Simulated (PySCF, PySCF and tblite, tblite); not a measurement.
# C4H10S: conformers and averaged spectra, part 2 of 2

PySCF and tblite. Atoms count from 0. The steps go on from the part before.

### 10 Shieldings, conformer 2: KT2/pcSseg-1

What the job is given:

```
{"job": {"xc": "KT2", "basis": "pcSseg-1", "kind": "nmr", "pop": false}, "charge": 0, "multiplicity": 1}
C      2.487295     0.593148    -0.043257
C      1.110887     0.024925     0.248695
S      0.012928     0.318382    -1.168216
C     -1.477368    -0.562936    -0.627075
C     -2.236521     0.102079     0.506268
H      2.438899     1.678672    -0.219313
H      3.165936     0.417244     0.805044
H      2.927713     0.126152    -0.937209
H      1.167763    -1.061367     0.431165
H      0.687492     0.493206     1.151639
H     -1.199138    -1.599138    -0.371136
H     -2.102167    -0.621891    -1.532046
H     -2.521415     1.129691     0.236260
H     -1.633307     0.151621     1.425429
H     -3.153416    -0.461150     0.744102
```

What it wrote:

```text
coarse grid: 12168 points
cycle   1  E = -562.3775375371  dE =  1.260e-01  |g| = 4.686e-01  |ddm| = 3.286e+00
cycle   2  E = -562.3232963113  dE =  5.424e-02  |g| = 6.495e-01  |ddm| = 1.104e+00
cycle   3  E = -562.4396644998  dE = -1.164e-01  |g| = 6.628e-02  |ddm| = 6.192e-01
cycle   4  E = -562.4406120967  dE = -9.476e-04  |g| = 2.514e-02  |ddm| = 1.195e-01
cycle   5  E = -562.4407815016  dE = -1.694e-04  |g| = 4.608e-03  |ddm| = 3.375e-02
cycle   6  E = -562.4407862290  dE = -4.727e-06  |g| = 1.588e-03  |ddm| = 6.081e-03
final grid: 110304 points
cycle   7  E = -562.4710693887  dE = -1.416e-04  |g| = 1.822e-02  |ddm| = 3.564e-02
cycle   8  E = -562.4709313787  dE =  1.380e-04  |g| = 2.841e-02  |ddm| = 4.030e-02
cycle   9  E = -562.4711390804  dE = -2.077e-04  |g| = 2.368e-03  |ddm| = 2.929e-02
cycle  10  E = -562.4711405241  dE = -1.444e-06  |g| = 7.743e-04  |ddm| = 3.846e-03
cycle  11  E = -562.4711406824  dE = -1.583e-07  |g| = 1.012e-04  |ddm| = 7.992e-04
cycle  12  E = -562.4711406845  dE = -2.158e-09  |g| = 4.952e-05  |ddm| = 1.845e-04
cycle  13  E = -562.4711406851  dE = -5.787e-10  |g| = 1.750e-05  |ddm| = 6.800e-05
converged SCF energy = -562.4711406851

GIAO shielding tensors (ppm)
atom      isotropic    diamagn.    paramagn.     s11        s22        s33       span
  0 C      168.222     245.765     -77.544    157.263    161.147    186.255     28.992
  1 C      150.267     252.933    -102.666    126.416    154.861    169.523     43.107
  2 S      492.921    1060.357    -567.436    389.115    408.103    681.544    292.429
  3 C      148.434     251.279    -102.844    134.266    143.951    167.086     32.820
  4 C      165.878     248.433     -82.556    143.191    170.180    184.261     41.070
  5 H       30.041      28.784       1.258     25.732     28.437     35.955     10.223
  6 H       29.778      27.416       2.362     25.198     27.009     37.127     11.929
  7 H       29.948      28.505       1.443     25.764     28.296     35.784     10.020
  8 H       29.055      32.569      -3.515     24.295     28.141     34.729     10.433
  9 H       28.248      32.983      -4.735     22.160     29.214     33.370     11.210
 10 H       28.602      31.805      -3.203     22.939     28.477     34.390     11.451
 11 H       28.800      30.143      -1.342     22.788     27.808     35.806     13.018
 12 H       30.260      29.510       0.750     26.635     28.285     35.861      9.226
 13 H       29.793      31.266      -1.473     24.964     30.141     34.274      9.309
 14 H       29.874      27.714       2.160     25.150     27.108     37.365     12.215
```

Run time: 17 s. Hardware: 1 thread of Arm Neoverse V1, shared host; peak memory 0.65 GiB.

In short: HOMO -5.11 eV, LUMO -0.04 eV; dipole 1.60 D.

### 11 Single-point energy, conformer 2: PBE0/def2-SVP

Changed since step 10:

```diff
@@ -1,2 +1,2 @@
-{"job": {"xc": "KT2", "basis": "pcSseg-1", "kind": "nmr", "pop": false}, "charge": 0, "multiplicity": 1}
+{"job": {"xc": "PBE0", "basis": "def2-SVP", "kind": "sp"}, "charge": 0, "multiplicity": 1}
 C      2.487295     0.593148    -0.043257
```

What it wrote:

```text
coarse grid: 12168 points
cycle   1  E = -555.9752500398  dE =  1.593e-01  |g| = 2.994e-01  |ddm| = 3.647e+00
cycle   2  E = -555.9785915867  dE = -3.342e-03  |g| = 2.988e-01  |ddm| = 7.606e-01
cycle   3  E = -556.0024593646  dE = -2.387e-02  |g| = 2.527e-02  |ddm| = 3.161e-01
cycle   4  E = -556.0025859527  dE = -1.266e-04  |g| = 1.388e-02  |ddm| = 6.089e-02
cycle   5  E = -556.0026398788  dE = -5.393e-05  |g| = 3.341e-03  |ddm| = 2.437e-02
cycle   6  E = -556.0026425645  dE = -2.686e-06  |g| = 8.593e-04  |ddm| = 3.762e-03
final grid: 110304 points
cycle   7  E = -556.0626460082  dE = -2.218e-05  |g| = 8.897e-03  |ddm| = 2.733e-02
cycle   8  E = -556.0626352223  dE =  1.079e-05  |g| = 1.092e-02  |ddm| = 1.949e-02
cycle   9  E = -556.0626669039  dE = -3.168e-05  |g| = 5.670e-04  |ddm| = 1.135e-02
cycle  10  E = -556.0626669882  dE = -8.433e-08  |g| = 1.433e-04  |ddm| = 8.010e-04
cycle  11  E = -556.0626669931  dE = -4.888e-09  |g| = 2.804e-05  |ddm| = 1.429e-04
cycle  12  E = -556.0626669933  dE = -2.058e-10  |g| = 8.109e-06  |ddm| = 4.985e-05
converged SCF energy = -556.0626669933
```

It took 4 s on 1 thread of Arm Neoverse V1, shared host; peak memory 0.56 GiB.

Key values: HOMO -6.09 eV, LUMO 1.42 eV; dipole 1.57 D.

### 12 Shieldings, conformer 3: KT2/pcSseg-1

What the job is given:

```
{"job": {"xc": "KT2", "basis": "pcSseg-1", "kind": "nmr", "pop": false}, "charge": 0, "multiplicity": 1}
C      1.999217    -0.232691    -0.350211
C      1.179568     0.925163     0.191899
S     -0.308389     1.322496    -0.780127
C     -1.603090     0.450277     0.145776
C     -1.526240    -1.064558     0.121828
H      2.316850    -0.035852    -1.384905
H      2.904236    -0.389039     0.259782
H      1.423985    -1.169502    -0.355601
H      0.864685     0.748398     1.233401
H      1.780671     1.847723     0.204497
H     -2.536727     0.798258    -0.324218
H     -1.614271     0.832953     1.180122
H     -2.401211    -1.504935     0.626982
H     -0.628409    -1.432149     0.640997
H     -1.496289    -1.440142    -0.911807
```

What it wrote:

```text
coarse grid: 12168 points
cycle   1  E = -562.3765994659  dE =  1.216e-01  |g| = 4.723e-01  |ddm| = 3.277e+00
cycle   2  E = -562.3184075933  dE =  5.819e-02  |g| = 6.643e-01  |ddm| = 1.117e+00
cycle   3  E = -562.4390098979  dE = -1.206e-01  |g| = 8.008e-02  |ddm| = 6.489e-01
cycle   4  E = -562.4405331700  dE = -1.523e-03  |g| = 2.401e-02  |ddm| = 1.484e-01
cycle   5  E = -562.4406860112  dE = -1.528e-04  |g| = 5.344e-03  |ddm| = 3.364e-02
cycle   6  E = -562.4406928781  dE = -6.867e-06  |g| = 1.435e-03  |ddm| = 9.801e-03
final grid: 110304 points
cycle   7  E = -562.4710996581  dE = -1.374e-04  |g| = 1.895e-02  |ddm| = 3.956e-02
cycle   8  E = -562.4709385035  dE =  1.612e-04  |g| = 3.033e-02  |ddm| = 4.465e-02
cycle   9  E = -562.4711756972  dE = -2.372e-04  |g| = 2.397e-03  |ddm| = 3.255e-02
cycle  10  E = -562.4711772781  dE = -1.581e-06  |g| = 5.338e-04  |ddm| = 4.309e-03
cycle  11  E = -562.4711773561  dE = -7.796e-08  |g| = 1.042e-04  |ddm| = 7.704e-04
cycle  12  E = -562.4711773584  dE = -2.304e-09  |g| = 4.250e-05  |ddm| = 1.633e-04
cycle  13  E = -562.4711773588  dE = -4.309e-10  |g| = 1.459e-05  |ddm| = 6.111e-05
converged SCF energy = -562.4711773588

GIAO shielding tensors (ppm)
atom      isotropic    diamagn.    paramagn.     s11        s22        s33       span
  0 C      159.260     248.135     -88.874    140.628    153.544    183.609     42.982
  1 C      147.109     250.966    -103.857    126.772    144.933    169.621     42.849
  2 S      473.405    1059.301    -585.896    380.047    425.434    614.733    234.686
  3 C      145.451     250.207    -104.756    133.106    137.078    166.170     33.064
  4 C      162.593     249.365     -86.772    142.093    163.785    181.901     39.808
  5 H       29.932      29.356       0.576     26.486     27.940     35.369      8.882
  6 H       29.763      28.275       1.488     25.054     26.756     37.478     12.424
  7 H       30.079      31.129      -1.050     25.706     30.675     33.857      8.151
  8 H       29.138      32.203      -3.065     24.925     28.597     33.891      8.966
  9 H       28.374      29.863      -1.489     22.035     28.046     35.041     13.006
 10 H       28.828      29.577      -0.749     22.959     27.579     35.946     12.987
 11 H       28.565      30.840      -2.275     22.644     28.406     34.644     12.000
 12 H       29.754      28.254       1.500     25.007     26.911     37.344     12.337
 13 H       29.938      31.867      -1.928     25.729     30.285     33.801      8.072
 14 H       30.164      30.077       0.086     27.000     28.334     35.156      8.156
```

Wall time 18 s (1 thread of Arm Neoverse V1, shared host); peak memory 0.59 GiB.

In short: HOMO -5.15 eV, LUMO 0.14 eV; dipole 1.63 D.

### 13 Single-point energy, conformer 3: PBE0/def2-SVP

Changed since step 12:

```diff
@@ -1,2 +1,2 @@
-{"job": {"xc": "KT2", "basis": "pcSseg-1", "kind": "nmr", "pop": false}, "charge": 0, "multiplicity": 1}
+{"job": {"xc": "PBE0", "basis": "def2-SVP", "kind": "sp"}, "charge": 0, "multiplicity": 1}
 C      1.999217    -0.232691    -0.350211
```

What it wrote:

```text
coarse grid: 12168 points
cycle   1  E = -555.9736693963  dE =  1.538e-01  |g| = 3.031e-01  |ddm| = 3.652e+00
cycle   2  E = -555.9767497597  dE = -3.080e-03  |g| = 3.044e-01  |ddm| = 7.863e-01
cycle   3  E = -556.0012668912  dE = -2.452e-02  |g| = 3.119e-02  |ddm| = 3.340e-01
cycle   4  E = -556.0014822395  dE = -2.153e-04  |g| = 1.515e-02  |ddm| = 7.776e-02
cycle   5  E = -556.0015456254  dE = -6.339e-05  |g| = 3.615e-03  |ddm| = 2.642e-02
cycle   6  E = -556.0015488001  dE = -3.175e-06  |g| = 7.256e-04  |ddm| = 4.999e-03
final grid: 110304 points
cycle   7  E = -556.0615996394  dE = -2.412e-05  |g| = 8.860e-03  |ddm| = 2.956e-02
cycle   8  E = -556.0615872455  dE =  1.239e-05  |g| = 1.118e-02  |ddm| = 1.993e-02
cycle   9  E = -556.0616204133  dE = -3.317e-05  |g| = 5.623e-04  |ddm| = 1.187e-02
cycle  10  E = -556.0616204967  dE = -8.341e-08  |g| = 1.417e-04  |ddm| = 8.408e-04
cycle  11  E = -556.0616205014  dE = -4.685e-09  |g| = 3.416e-05  |ddm| = 1.505e-04
cycle  12  E = -556.0616205017  dE = -3.154e-10  |g| = 6.808e-06  |ddm| = 6.570e-05
converged SCF energy = -556.0616205017
```

Wall time 4.2 s (1 thread of Arm Neoverse V1, shared host); peak memory 0.56 GiB.

Key values: HOMO -6.12 eV, LUMO 1.62 eV; dipole 1.62 D.

### 14 Shieldings, conformer 4: KT2/pcSseg-1

What the job is given:

```
{"job": {"xc": "KT2", "basis": "pcSseg-1", "kind": "nmr", "pop": false}, "charge": 0, "multiplicity": 1}
C      2.699555     0.156490    -0.412306
C      1.366017    -0.436744     0.001780
S      0.012403     0.668450    -0.485724
C     -1.398705    -0.285411     0.139764
C     -2.694561     0.449370    -0.147166
H      2.864693     1.133309     0.067206
H      3.526098    -0.509594    -0.122095
H      2.747089     0.303207    -1.502094
H      1.213262    -1.420516    -0.472804
H      1.329161    -0.586479     1.093845
H     -1.271552    -0.441739     1.224118
H     -1.399772    -1.278471    -0.340053
H     -3.555368    -0.123759     0.229195
H     -2.833343     0.601343    -1.228389
H     -2.705806     1.437830     0.336763
```

What it wrote:

```text
coarse grid: 12168 points
cycle   1  E = -562.3780040026  dE =  1.264e-01  |g| = 4.645e-01  |ddm| = 3.297e+00
cycle   2  E = -562.3273337645  dE =  5.067e-02  |g| = 6.361e-01  |ddm| = 1.096e+00
cycle   3  E = -562.4396011550  dE = -1.123e-01  |g| = 5.136e-02  |ddm| = 6.019e-01
cycle   4  E = -562.4400995746  dE = -4.984e-04  |g| = 2.192e-02  |ddm| = 8.971e-02
cycle   5  E = -562.4402229486  dE = -1.234e-04  |g| = 4.620e-03  |ddm| = 3.132e-02
cycle   6  E = -562.4402281585  dE = -5.210e-06  |g| = 1.307e-03  |ddm| = 5.240e-03
final grid: 110304 points
cycle   7  E = -562.4699604640  dE = -1.376e-04  |g| = 1.835e-02  |ddm| = 3.622e-02
cycle   8  E = -562.4698287447  dE =  1.317e-04  |g| = 2.807e-02  |ddm| = 4.053e-02
cycle   9  E = -562.4700319013  dE = -2.032e-04  |g| = 2.255e-03  |ddm| = 2.895e-02
cycle  10  E = -562.4700331390  dE = -1.238e-06  |g| = 8.464e-04  |ddm| = 3.496e-03
cycle  11  E = -562.4700333247  dE = -1.857e-07  |g| = 5.345e-05  |ddm| = 7.760e-04
cycle  12  E = -562.4700333253  dE = -5.739e-10  |g| = 2.827e-05  |ddm| = 1.107e-04
converged SCF energy = -562.4700333253

GIAO shielding tensors (ppm)
atom      isotropic    diamagn.    paramagn.     s11        s22        s33       span
  0 C      168.198     245.994     -77.796    156.697    161.379    186.518     29.821
  1 C      147.272     253.017    -105.745    125.595    148.447    167.774     42.179
  2 S      511.336    1061.317    -549.981    370.948    403.825    759.235    388.287
  3 C      147.257     253.021    -105.764    125.552    148.437    167.782     42.230
  4 C      168.210     245.980     -77.770    156.722    161.384    186.525     29.803
  5 H       29.968      28.951       1.017     25.740     28.415     35.749     10.008
  6 H       29.825      26.893       2.932     25.286     27.030     37.158     11.872
  7 H       29.973      28.778       1.195     25.738     28.422     35.760     10.022
  8 H       28.659      32.497      -3.838     23.670     28.036     34.272     10.602
  9 H       28.679      32.738      -4.059     23.703     28.070     34.264     10.561
 10 H       28.675      32.734      -4.059     23.697     28.064     34.264     10.566
 11 H       28.662      32.502      -3.840     23.675     28.044     34.266     10.592
 12 H       29.825      26.889       2.936     25.285     27.031     37.159     11.873
 13 H       29.972      28.774       1.197     25.738     28.416     35.761     10.023
 14 H       29.970      28.947       1.023     25.741     28.418     35.751     10.010
```

Run time: 16 s. Hardware: 1 thread of Arm Neoverse V1, shared host; peak memory 0.59 GiB.

Key values: HOMO -5.05 eV, LUMO -0.22 eV; dipole 1.56 D.

### 15 Single-point energy, conformer 4: PBE0/def2-SVP

Changed since step 14:

```diff
@@ -1,2 +1,2 @@
-{"job": {"xc": "KT2", "basis": "pcSseg-1", "kind": "nmr", "pop": false}, "charge": 0, "multiplicity": 1}
+{"job": {"xc": "PBE0", "basis": "def2-SVP", "kind": "sp"}, "charge": 0, "multiplicity": 1}
 C      2.699555     0.156490    -0.412306
```

What it wrote:

```text
coarse grid: 12168 points
cycle   1  E = -555.9758378493  dE =  1.607e-01  |g| = 2.963e-01  |ddm| = 3.645e+00
cycle   2  E = -555.9789234685  dE = -3.086e-03  |g| = 2.971e-01  |ddm| = 7.531e-01
cycle   3  E = -556.0026367347  dE = -2.371e-02  |g| = 2.033e-02  |ddm| = 3.155e-01
cycle   4  E = -556.0027228054  dE = -8.607e-05  |g| = 9.594e-03  |ddm| = 4.552e-02
cycle   5  E = -556.0027481724  dE = -2.537e-05  |g| = 2.229e-03  |ddm| = 1.944e-02
cycle   6  E = -556.0027494585  dE = -1.286e-06  |g| = 5.337e-04  |ddm| = 3.328e-03
final grid: 110304 points
cycle   7  E = -556.0623315785  dE = -2.034e-05  |g| = 8.415e-03  |ddm| = 2.535e-02
cycle   8  E = -556.0623237092  dE =  7.869e-06  |g| = 1.003e-02  |ddm| = 1.747e-02
cycle   9  E = -556.0623502988  dE = -2.659e-05  |g| = 4.675e-04  |ddm| = 9.950e-03
cycle  10  E = -556.0623503570  dE = -5.820e-08  |g| = 1.363e-04  |ddm| = 7.163e-04
cycle  11  E = -556.0623503614  dE = -4.438e-09  |g| = 2.123e-05  |ddm| = 1.297e-04
cycle  12  E = -556.0623503616  dE = -1.287e-10  |g| = 4.884e-06  |ddm| = 3.630e-05
converged SCF energy = -556.0623503616
```

Wall time 3.8 s (1 thread of Arm Neoverse V1, shared host); peak memory 0.56 GiB.

Key values: HOMO -6.05 eV, LUMO 1.22 eV; dipole 1.54 D.

### 16 The ensemble: properties at KT2/pcSseg-1

What the job is given:

```
{"job": {"study": "conf", "smiles": "CCSCC", "search": {"seed": 1491, "n_embed": 90, "ff_keep": 18, "window": 3.0, "nmax": 6, "temps": [200, 250, 298.15, 350, 400], "t_ref": 298.15, "order": 0.0005, "geom": true}, "level": {"nmr": {"xc": "KT2", "basis": "pcSseg-1"}, "sp": {"xc": "PBE0", "basis": "def2-SVP"}}, "kind": "conf"}, "charge": 0, "multiplicity": 1}
C      2.487295     0.593148    -0.043257
C      1.110887     0.024925     0.248695
S      0.012928     0.318382    -1.168216
C     -1.477368    -0.562936    -0.627075
C     -2.236521     0.102079     0.506268
H      2.438899     1.678672    -0.219313
H      3.165936     0.417244     0.805044
H      2.927713     0.126152    -0.937209
H      1.167763    -1.061367     0.431165
H      0.687492     0.493206     1.151639
H     -1.199138    -1.599138    -0.371136
H     -2.102167    -0.621891    -1.532046
H     -2.521415     1.129691     0.236260
H     -1.633307     0.151621     1.425429
H     -3.153416    -0.461150     0.744102
```

What it wrote:

```text
conformer  sym    E(xTB)   E(DFT)   G(298.15 K)  weight  dipole/D
    1     C2      0.000    0.000    0.091   0.3783    1.611
    2     C1      0.819    0.516    0.000   0.4410    1.575
    3     C1      0.497    0.897    0.762   0.1218    1.621
    4     C2v     1.705    0.932    1.192   0.0589    1.537

mean shielding (ppm) by class
class atoms           200 K      250 K   298.15 K      350 K      400 K
  0 C  0,4          166.972    166.768     166.61    166.473    166.364
  1 C  1,3          152.038    151.507    151.156    150.886    150.693
  2 S  2            482.743    483.738     484.28    484.617    484.802
  3 H  5,6,7         29.987     29.981     29.977     29.974     29.972
  4 H  8,9,10          28.7     28.699     28.698     28.698     28.697
```

It took 89 s on 1 thread of Arm Neoverse V1, shared host. This counts the runs that the step sums up.

The search (ETKDG and KDG, MMFF94s, GFN2-xTB) embedded 90 structures, kept 4 distinct ones after the force field and 4 after xTB; 4 were carried on (window 3.0 kcal/mol at the search's own energies). Energies: PBE0/def2-SVP with D3(BJ).

The conformers at 298 K:

```
no.  group  mirror pair  ΔE xTB  ΔE DFT    ΔG  weight (%)  μ (D)  C0–C1–S2–C3 (°)  C1–S2–C3–C4 (°)      A, B, C (GHz)
  1     C2          yes    0.00    0.00  0.09        37.8   1.61               73               73   5.82, 2.44, 2.08
  2     C1          yes    0.82    0.52  0.00        44.1   1.57              175               71   8.29, 2.06, 1.81
  3     C1          yes    0.50    0.90  0.76        12.2   1.62               97              -67   5.20, 2.76, 2.05
  4    C2v           no    1.71    0.93  1.19         5.9   1.54             -180              180  14.37, 1.73, 1.61
```

Energies in kcal/mol. ΔG holds xTB vibrations and rotation, symmetry numbers and mirror pairs.

Weights (%) by temperature:

```
no.  200 K  250 K  298 K  350 K  400 K
  2   39.7   42.7   44.1   44.8   45.0
  1   49.1   42.2   37.8   34.6   32.4
  3    7.1    9.9   12.2   14.2   15.8
  4    4.1    5.2    5.9    6.4    6.8
```

Other ways of weighting, at the same temperature:

```
                                  scheme    2   1   3   4  mean μ (D)
                         DFT free energy   44  38  12   6        1.59
            DFT energy, symmetry counted   35  42  18   4        1.60
                        DFT energy alone   23  54  12  11        1.60
            xTB energy, symmetry counted   21  42  36   1        1.61
                         xTB free energy   29  42  27   2        1.60
                   lowest conformer only  100   0   0   0        1.57
                           equal weights   25  25  25  25        1.59
conformers found from three starts alone   88   0   0  12        1.57
```

Shifts against references run at the same level ($^{1}$H TMS 31.18, $^{33}$S CS2 519, $^{13}$C TMS 183.2 ppm of shielding), by class of atoms, at 298 K:

```
                atoms                         environment  no. 2  no. 1  no. 3  average
               C1, C3                 sp3 CH2 bonded to S   33.9   27.8   36.9     32.1
               C0, C4                       methyl carbon   16.2   15.5   22.3     16.6
     H8, H9, H10, H11  hydrogen on an sp3 CH2 bonded to S   2.50   2.46   2.45     2.48
H5, H6, H7 and 3 more         hydrogen on a methyl carbon   1.23   1.15   1.24     1.20
                   S2                      sulfide sulfur     26     45     45       34
```

Effective distances for nuclear Overhauser effects, ⟨r⁻⁶⟩^(−1/6) over all pairs of two classes (Å): H5···H8 2.84.

### 17 Outcome

This closing draws on all 2 parts.

```
                               quantity                                                value
                             conformers  4; the first in weight is no. 2 (C1), 44 % at 298 K
                root-mean-square dipole                                               1.59 D
averaged $^{13}$C shifts (KT2/pcSseg-1)                                       32.1, 16.6 ppm
 averaged $^{1}$H shifts (KT2/pcSseg-1)                                       2.48, 1.20 ppm
```

Conformer 2 leads with 44 % at 298 K, and its share goes from 40 % at 200 K to 45 % at 400 K. It is not the lowest in DFT energy (no. 1 is): thermal terms and symmetry numbers together favour it. Among conformers over 5 %, C1, C3 differ by 9.2 ppm, while the average moves by 1.3 ppm from 200 to 400 K.
